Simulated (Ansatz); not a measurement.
Consider the alkene loss: `C#CCOCC` → `C#CCO` + `C=C`.

Computed with Ansatz on PBE0-D4/def2-TZVP structures; ΔE is electronic, products minus reactants. CCSD(T)/CBS is the MP2 limit (def2-TZVPP, def2-QZVPP) plus CCSD(T) − MP2 in def2-TZVPP, frozen cores. This one scheme is used for every species. DFT in def2-TZVPP. Each species was taken in one conformer, which may not be the lowest.

`C#CCOCC`:

```xyz
14

C     0.263   -2.581    1.476
C     0.646   -1.456    1.312
C     1.112   -0.085    1.111
O     0.827    0.431   -0.160
C    -0.553    0.615   -0.394
C    -0.728    1.193   -1.774
H    -0.073   -3.581    1.619
H     2.198   -0.054    1.222
H     0.681    0.555    1.897
H    -0.969    1.292    0.369
H    -1.080   -0.344   -0.304
H    -1.788    1.352   -1.985
H    -0.210    2.149   -1.862
H    -0.325    0.513   -2.527
```

`C#CCO`:

```xyz
8

C    -1.534   -0.858   -0.643
C    -0.508   -0.279   -0.413
C     0.743    0.398   -0.093
O     0.776    0.924    1.215
H    -2.448   -1.362   -0.855
H     1.576   -0.297   -0.268
H     0.884    1.245   -0.768
H     0.510    0.229    1.823
```

`C=C`:

Cartesian coordinates in Å:
```
C -0.428 0.399 0.309
C 0.428 -0.399 -0.309
H -0.138 0.981 1.177
H -1.453 0.505 -0.028
H 0.138 -0.981 -1.177
H 1.453 -0.505 0.028
```

Task: Is it downhill or uphill in electronic energy at CCSD(T)/CBS, and by how much? (Best estimate.)

Result: Computed: Uphill: ΔE = +79.1 kJ/mol.

Task: What do these levels give: revPBE-D4, r2SCANh-D4, BHLYP-D4, B2PLYP, BHLYP, HF/def2-SVP? (Estimate.)

Result: Ansatz gave: revPBE-D4 85.3, r2SCANh-D4 93.6, BHLYP-D4 87.0, B2PLYP 73.7, BHLYP 77.5, HF/def2-SVP 79.5 kJ/mol.

Largest T1 diagnostic among the species: 0.012.

From PBE to PBE0 (25 % exact exchange), in def2-TZVPP and without D4, ΔE moves by +9.4 kJ/mol. The D4 term adds +13.3 kJ/mol with B3LYP and +7.5 kJ/mol with PBE0; it sums over pairs of atoms, weighted by their polarisabilities, and B3LYP, whose exchange is more repulsive, gets the larger term. In def2-TZVPP, CCSD(T) changes the Hartree–Fock value by +19.0 kJ/mol (the triples alone add +1.0 kJ/mol) and MP2 by +26.6 kJ/mol.

B3LYP here is the variant with VWN-RPA as its local correlation; programs differ in this.
